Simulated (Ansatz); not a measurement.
**SiO (quintet): the correlation ladder, cc-pVTZ**

The task here is to estimate one member of a computed series from the others.

Computed with Ansatz 0.2.0, Gaussian basis. Level: cc-pVTZ, core rule «outside noble gas», up to 6 orbitals frozen.

The runs, in order: UHF; CCSD(T) on ROHF; CCSD(T) on UHF; BCCD(T) on ROHF; CISD; CCSDT(Q) on ROHF; CCSDT(Q) on UHF; CASSCF and MRCISD+Q, 10 electrons in 8 orbitals; CASSCF and NEVPT2, 10 electrons in 8 orbitals.

21 further runs of the same task are left out: 7 that didn't finish, 14 set aside as unsound or not needed.

**The geometry**

The geometry is a PBE0/def2-TZVP stationary point (not a proven minimum) of the parent state, kept for this charge and spin.

2 atoms, charge 0, spin multiplicity 5.

Atoms are counted from 1 here; the program's logs count them from 0.

Bond lengths: Si1–O2 1.724 Å.

Set-up of the first run:

in.yaml reads:

```yaml
crystal:
  periodic: [false, false, false]
  atoms:
    - {symbol: Si, position_ang: [0.000000, 0.000000, 0.000000]}
    - {symbol: O, position_ang: [0.000000, 0.000000, 1.723500]}
basis:
  gaussian: {orbitals: cc-pVTZ}
magnetization: {spin_polarized: true, initial_magnetization: 4}
hamiltonian: {xc: hf}
output: {orbitals: {seedname: orbitals}}
```

On the command line:

```console
$ ansatz run in.yaml --threads 1 --pin off --events-out ev --progress --plain --max-ram 2393MiB
```

Among the steps run: UHF; CCSD(T) on ROHF; CCSD(T) on UHF; BCCD(T) on ROHF; CISD; CCSDT(Q) on ROHF; CCSDT(Q) on UHF; CASSCF and MRCISD+Q, 10 electrons in 8 orbitals; CASSCF and NEVPT2, 10 electrons in 8 orbitals.

One table of the session follows, with a row left open; its other results are not shown here.

| method | from UCCSDT(Q) (kcal/mol) |
| --- | --- |
| ROHF | +166.94 |
| UHF | +162.50 |
| RMP2 | +19.36 |
| UMP2 | +19.44 |
| CISD | +13.88 |
| RCCSD | ? |
| UCCSD | +6.56 |
| RCCSD(T) | +0.98 |
| UCCSD(T) | +0.92 |
| BCCD(T) | +1.04 |
| RCCSDT | +0.38 |
| UCCSDT | +0.28 |
| RCCSDT(Q) | +0.16 |
| UCCSDT(Q) | 0 |
| CASSCF valence | +150.60 |
| NEVPT2 valence | +27.35 |
| MRCISD valence | +12.23 |
| MRCISD+Q valence | +3.06 |

**Question.** Estimate the row for RCCSD.

As computed: from UCCSDT(Q) (kcal/mol): +6.78. In the column «from UCCSDT(Q) (kcal/mol)» it lies between UCCSD (+6.56) and MRCISD valence (+12.23).

Limits of these values: Restricted and unrestricted rows rest on different reference determinants; where their highest levels disagree by more than a few hundredths of an eV, they describe different states and don't form one ladder.
